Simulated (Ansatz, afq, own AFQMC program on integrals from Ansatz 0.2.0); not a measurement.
N2, singlet: AFQMC among the cluster methods

```xyz
2

N     0.0000    0.0000    0.0000
N     0.0000    0.0000    1.0895
```

Basis 6-31G. Noble-gas cores (and the filled d shells of Ga–Kr and In–Xe) are frozen. Integrals, coupled cluster, full CI and functionals: Ansatz 0.2.0; the random walks run on the same integrals in our own AFQMC program. The CISD trial takes its coefficients from CCSD amplitudes. Released means that phaseless walkers are propagated on without the constraint, phases kept. Uncertainties: one standard error, sampling alone.

Determinant: RHF, the one that the program's search chose, which needn't be the lowest solution. The geometry is a PBE0/def2-TZVP stationary point of this or a neighbouring charge and spin state.

Full CI on the same integrals is exact in this basis and with this determinant's frozen core.

- T1 diagnostic: 0.0116
- weight of the determinant in the CISD state: 0.910
- size of the correlated space: 10 electrons in 16 orbitals

```json
{"level": "MP2", "correlation energy (eV)": "-6.3628"}
{"level": "CCSD", "correlation energy (eV)": "-6.0940"}
{"level": "CCSD(T)", "correlation energy (eV)": "-6.2941"}
```

Q: Estimate where phaseless AFQMC with a CISD trial lies against CCSD(T) on the same integrals.

A: 0.51 ± 0.28 kcal/mol below CCSD(T). The gap is under twice the noise, so this walk alone can't tell the two apart.

Reference: full CI, correlation energy -6.343 eV. The released energy is read at 2.40 1/Eh (meV from the phaseless value at times in 1/Eh: 12 ± 10 at 0.24, -4 ± 9 at 0.51, -5 ± 8 at 0.99, -13 ± 8 at 1.62, -17 ± 10 at 2.40).

| level | E − E(reference) (kcal/mol) | share of correlation (%) |
| --- | --- | --- |
| CCSD(T) | 1.12 | 99.24 |
| CCSDT | 1.14 | 99.22 |
| CCSDT(Q) | -0.04 | 100.03 |
| CCSDTQ | 0.12 | 99.92 |
| ph-AFQMC/HF | 0.19 ± 1.44 | 99.87 |
| ph-AFQMC/CISD | 0.61 ± 0.28 | 99.58 |
| released AFQMC | 0.21 ± 0.23 | 99.85 |

CCSDT and higher add their correlation energy to the determinant of the CCSD(T) run, since their own runs factorise the integrals more tightly (a shift of under 2 meV). A walk keeps the symmetry of its determinant, which the program's search chose and which needn't be the lowest solution, so a lower state of the same spin and another symmetry isn't excluded. Released energies are given only where the last usable release times agree within the noise; a slower fall can still hide under it.
